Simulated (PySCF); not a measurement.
CCl: from constants to spectrum

UHF-CCSD(T) constants of CCl, ²Π (doublet), unpaired electrons π ↑ (C def2-TZVPPD, Cl def2-TZVPPD; no relativity (PySCF 2.14); masses 12.0000 and 34.9689 u):

- ωe: 869.5 cm⁻¹
- ωexe: 5.32 cm⁻¹
- Be: 0.68807 cm⁻¹
- αe: 0.00674 cm⁻¹
- De to C + Cl: 4.01 eV

**Question.** What force constant and bond length do these constants imply?

**Answer.** Reduced mass μred = 8.9341 u; k = 5.8918×10⁻⁷·μred·ωe² (u, cm⁻¹, mdyn/Å) = 3.98 mdyn/Å; Re = √(16.8576/(μred·Be)) (u, cm⁻¹, Å) = 1.656 Å.

**Question.** Estimate the centrifugal constant D from the Kratzer relation and find the Dunham coefficient a1.

**Answer.** D = 4Be³/ωe² = 1.72e-06 cm⁻¹; a1 = −1 − αeωe/(6Be²) = -3.06.

Correlated steps freeze 6 core orbitals. The state was picked by a PBE0 search and need not be the measured ground state.
